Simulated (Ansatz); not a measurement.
# Which is lower?

Two relaxed structures of C2H4N (charge -1), singlet (PBE0-D4/def2-TZVPD; forces vanish, vibrations not checked).

A:

C1  (-0.487, 0.303, -0.135)
C2  (0.712, -0.518, 0.325)
N3  (0.703, -0.694, 1.605)
H4  (-1.068, -0.272, -0.869)
H5  (-0.140, 1.201, -0.663)
H6  (-1.151, 0.604, 0.702)
H7  (1.522, -1.248, 1.865)
(Å)

B:

```xyz
7
angstrom
C -0.5314 0.3374 -0.1753
C 0.7063 -0.4541 0.2896
N 1.0176 -0.7564 1.4421
H -1.1390 -0.2640 -0.8702
H -0.2298 1.2455 -0.7215
H -1.1393 0.6182 0.6917
H 1.3157 -0.7267 -0.6563
```

Computed with Ansatz 0.2.0 (basis: def2-TZVPPD); correlated methods freeze the cores. B3LYP uses VWN-RPA correlation.

(1) Which structure is lower at CCSD(T), and by how much? (An estimate is asked for; the value comes from the calculation.)

T1 diagnostic: at most 0.025.

Results:

(1) Computed: B, by 0.325 eV (electronic energy, against the other). By their contacts, A is C₂H₄N ([CH3][C][NH]), total charge -1 and B is C₂H₄N ([CH3][CH][N]), total charge -1.

All methods give the same order:

```json
{"method": "PBE-D4", "E(B) − E(A) (eV)": "-0.437"}
{"method": "r2SCAN-D4", "E(B) − E(A) (eV)": "-0.415"}
{"method": "PBE0-D4", "E(B) − E(A) (eV)": "-0.369"}
{"method": "B3LYP-D4", "E(B) − E(A) (eV)": "-0.397"}
{"method": "wB97M-V", "E(B) − E(A) (eV)": "-0.268"}
{"method": "HF", "E(B) − E(A) (eV)": "-0.258"}
{"method": "MP2", "E(B) − E(A) (eV)": "-0.352"}
{"method": "CCSD", "E(B) − E(A) (eV)": "-0.305"}
{"method": "CCSD(T)", "E(B) − E(A) (eV)": "-0.325"}
```

Labels in which every atom is bracketed show which atoms are joined, not bond orders.

For scale, one of the runs: CCSD(T)/def2-TZVPPD, 179 basis functions, launched by `ansatz run in.yaml --threads 2 --pin off --events-out ev --progress --plain --max-ram 4352MiB`. Hardware: 2 CPU threads of an Arm Neoverse V1, shared host. Wall time 45 s; peak host memory 1.8 GiB.
